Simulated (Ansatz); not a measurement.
# C2H2S (SMILES C#CS): one structure at several levels

The task here is to estimate one member of a computed series from the others.

Program: Ansatz 0.2.0, Gaussian basis. Level of theory: single points in def2-TZVPP. These are calculated values, not measurements.

Cores are frozen in the correlated methods. B3LYP uses VWN-RPA correlation.

## Where the work starts

5 atoms, charge 0, spin multiplicity 1.

Atoms are counted from 1 here; the program's logs count them from 0.

Bond lengths: C1–C2 1.303 Å, C1–H4 0.938 Å, C2–S3 1.692 Å, S3–H5 1.323 Å. Angles: C2–C1–H4 143.2°, C1–C2–S3 161.4°, C2–S3–H5 87.7°.

Geometry (Å):

```xyz
5
C2H2S
C    -1.2727   -0.4756   -0.0764
C    -0.0145   -0.1376   -0.0560
S     1.6678   -0.2279    0.0984
H    -2.1429   -0.1394    0.0244
H     1.6975    1.0868   -0.0507
```

The first run:

The input, run/in.yaml:

```yaml
crystal:
  periodic: [false, false, false]
  atoms:
    - {symbol: C, position_ang: [-1.272700, -0.475600, -0.076400]}
    - {symbol: C, position_ang: [-0.014500, -0.137600, -0.056000]}
    - {symbol: S, position_ang: [1.667800, -0.227900, 0.098400]}
    - {symbol: H, position_ang: [-2.142900, -0.139400, 0.024400]}
    - {symbol: H, position_ang: [1.697500, 1.086800, -0.050700]}
basis:
  gaussian: {orbitals: def2-TZVPP}
correlation: {method: ccsd_t}
output: {forces: true}
```

No record of the launch command was kept for these runs.

Steps of the session up to this table: CCSD(T)/def2-TZVPP; PBE0-D4/def2-TZVPP; wB97M-V/def2-TZVPP; r2SCAN-D4/def2-TZVPP; PBE-D4/def2-TZVPP; B3LYP-D4/def2-TZVPP; revPBE-D4/def2-TZVPP.

One table of the session follows, with a row left open; its other results are not shown here.

| method | RMS force component (eV/Å) | angle to CCSD(T) forces (°) | dipole (D) |
| --- | --- | --- | --- |
| CCSD(T) | 4.038 | reference | 1.20 |
| PBE0-D4 | 4.407 | 3.8 | 1.33 |
| wB97M-V | 4.521 | 5.0 | 1.29 |
| r2SCAN-D4 | 4.233 | 3.1 | 1.36 |
| PBE-D4 | ? | ? | ? |
| B3LYP-D4 | 4.320 | 3.7 | 1.32 |
| revPBE-D4 | 4.064 | 2.9 | 1.32 |

Estimate the missing values for PBE-D4.

The run gave: RMS force component (eV/Å): 4.104; angle to CCSD(T) forces (°): 3.0; dipole (D): 1.34. In the column «RMS force component (eV/Å)» it lies between revPBE-D4 (4.064) and r2SCAN-D4 (4.233).
